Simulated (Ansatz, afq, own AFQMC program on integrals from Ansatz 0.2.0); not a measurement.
Where AFQMC and coupled cluster stand for HBrCl, doublet

```csv
atom,x (Å),y (Å),z (Å)
Cl,0.0000,0.0000,-1.7253
H,0.0000,0.0000,-0.1203
Br,0.0000,0.0000,1.8457
```

Connectivity, by distances: Cl ··· Br, 1 bridging H.

Basis cc-pVTZ. Only valence electrons are correlated. Ansatz 0.2.0 and our own AFQMC program on the same integrals; the CISD trial comes from CCSD amplitudes, and released means the phaseless constraint is let go. Error bars are statistical, one sigma. No spin–orbit coupling.

Determinant: UHF, the one that the program's search chose, which needn't be the lowest solution. The geometry is a point of a scan.

No full CI on the walks' own integrals is used here; CCSDT(Q) serves as the reference and is uncertain by about the last step of the cluster series.

Cautions: no relativity below Rb; no spin-orbit coupling; inner d shell frozen.

* T1 diagnostic: 0.0096
* weight of the determinant in the CISD state: 0.855
* ⟨S²⟩ of the determinant: 0.760
* size of the correlated space: 15 electrons in 72 orbitals

| level | correlation energy (eV) |
| --- | --- |
| MP2 | -9.4808 |
| CCSD | -10.4913 |
| CCSD(T) | -10.8841 |

(1) Estimate where AFQMC with the constraint released lies against CCSD(T) on the same integrals.

(1) 1.16 ± 0.27 kcal/mol below CCSD(T).

Reference: CCSDT(Q), correlation energy -10.933 eV. The released energy is read at 1.50 1/Eh (meV from the phaseless value at times in 1/Eh: -9 ± 7 at 0.24, -10 ± 5 at 0.51, -18 ± 6 at 0.99, -18 ± 12 at 1.50).

```json
{"level": "CCSD(T)", "E − E(reference) (kcal/mol)": "1.12", "share of correlation (%)": "99.55"}
{"level": "CCSDT", "E − E(reference) (kcal/mol)": "0.41", "share of correlation (%)": "99.84"}
{"level": "ph-AFQMC/CISD", "E − E(reference) (kcal/mol)": "0.38 ± 0.14", "share of correlation (%)": "99.85"}
{"level": "released AFQMC", "E − E(reference) (kcal/mol)": "-0.04 ± 0.27", "share of correlation (%)": "100.02"}
```

A walk keeps the symmetry of its determinant, which the program's search chose and which needn't be the lowest solution, so a lower state of the same spin and another symmetry isn't excluded. Released energies are given only where the last usable release times agree within the noise; a slower fall can still hide under it.
